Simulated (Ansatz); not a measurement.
in.yaml

```yaml
crystal:
  periodic: [false, false, false]
  atoms:
    - {symbol: Al, position_ang: [0.000000, 0.000000, 0.253900]}
    - {symbol: Ga, position_ang: [0.000000, 0.000000, -2.089700]}
    - {symbol: H, position_ang: [0.000000, 0.000000, 1.835800]}
basis:
  gaussian: {orbitals: 6-31G}
magnetization: {spin_polarized: true, initial_magnetization: 5}
hamiltonian: {xc: {name: BHLYP}}
```

```sh
$ ansatz run in.yaml --threads 1 --pin off --events-out ev --progress --plain --max-ram 2393MiB
```

The program prints:

```
420 factors; integrals over basis functions are off by at most 1.4e-4 eV
mean field evaluation 1: about -58970.5407 eV, gradient 5.4e0 eV
mean field evaluation 2: about -58970.7704 eV, gradient 3.4e0 eV
mean field evaluation 4: about -58970.8904 eV, gradient 8.5e-1 eV
mean field evaluation 8: about -58970.9642 eV, gradient 1.1e-1 eV
mean field evaluation 16: about -58970.9654 eV, gradient 1.7e-4 eV
mean field -58970.96538071 eV, -2167.1430057850 hartree, gradient 1.9e-5 eV, S^2 8.754676; 3 other end points of the search recorded, 0 dependent functions left out
reference -58970.96551373 eV, -2167.1430106734 hartree; 25, 20 occupied and 19, 24 virtual orbitals, 420 factors
Total energy: -58970.96551373 eV, -2167.1430106734 hartree
```

Ran on 1 thread of Arm Neoverse V2, shared host: 1.9 s wall, 0.23 GiB peak host memory.
